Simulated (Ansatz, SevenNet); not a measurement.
## Bulk modulus of chalcopyrite CuGaSe₂ at several levels of theory

No measured value is used here.

```tsv
level (code)	value (GPa)	cell (Å³/atom)
SevenNet-0 (SevenNet)	58.4	22.61
SevenNet-l3i5 (SevenNet)	61.2	22.59
LDA (Ansatz)	77.9	20.78
PBE (Ansatz)	60.0	22.64
PBEsol (Ansatz)	70.8	21.47
r²SCAN (Ansatz)	69.7	21.81
```

Each level is taken at its own relaxed cell. Cutoffs differ between the levels. Ansatz's density-functional and Hartree–Fock values are scalar-relativistic unless marked +SOC, with PAW data made under PBE.

Machine-learned potentials (SevenNet-0, SevenNet-l3i5) are trained on DFT data, which may include these solids.

Ansatz is a first-principles code.
